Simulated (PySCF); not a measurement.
Identify the unknown among the candidates.

- Dipole: 2.33 D [PBE0/pcSseg-1]
- 1H NMR: chemical shifts (computed TMS as zero) by class: 6.48 (1 H), 1.80 (3 H) ppm [GIAO PBE0/pcSseg-1]
- Rotational structure: rotational constants A, B, C: 9.005, 4.671, 3.332 GHz [GFN2-xTB]
- 13C NMR: chemical shifts (computed TMS as zero) by class: 110.1 (1 C), 29.4 (1 C) ppm [GIAO PBE0/pcSseg-1]
- NMR, other nuclei: isotropic shieldings of nuclei other than C and H, by class: 316 (1 F), 686 (1 Cl) ppm [GIAO PBE0/pcSseg-1]

Electronic properties: PySCF, gas phase, density fitting. Levels stand in brackets. Geometry: GFN2-xTB; no solvent, vibrations or thermal averaging. NMR values are class means; diastereotopic atoms form classes of their own.

Problem. Which candidate is it?
A. `C[C@@H](F)Cl`
B. `FC(F)(F)Cl`
C. `FCCCl`

Solution. A. It is `C[C@@H](F)Cl`. Numbering: `[CH3:1][C@@H:2]([F:3])[Cl:4]`. Its formula, C2H4ClF, gives 0 degrees of unsaturation, so no ring and no π bond. 2 carbons fall into 2 classes; from least to most shielded: sp3 C–F carbon [C2] (110.1 ppm), methyl carbon [C1] (29.4 ppm). Hydrogen classes from least to most shielded: 1 H on an sp3 C–F carbon, C2 (6.48 ppm), 3 H on a methyl carbon, C1 (1.80 ppm, a mean of values up to 0.6 ppm apart in this geometry). The other shieldings belong to: 316 ppm, alkyl fluorine [F3]; 686 ppm, chlorine on a fluorinated carbon [Cl4]. The optimised geometry has point group C1 and is an asymmetric top.

The others, at the same levels:
- `FCCCl` fails: its computed 13C shifts are 85.3 (1 C), 45.9 (1 C) ppm, 1H shifts are 4.74 (2 H), 3.73 (2 H) ppm and rotational constant A is 30.159 GHz (against 9.005 GHz).
- `FC(F)(F)Cl` fails: it has 0 hydrogens where the 1H data count 4; its computed 13C shifts are 140.3 (1 C) ppm, rotational constant A is 5.793 GHz (against 9.005 GHz) and dipole moment is 0.27 D (against 2.33 D).

Each candidate is one conformer, not necessarily the lowest. The conformers computed, where there is a choice (atom-mapped SMILES and torsion angles):
- `[F:1][CH2:2][CH2:3][Cl:4]`: F1–C2–C3–Cl4 180°
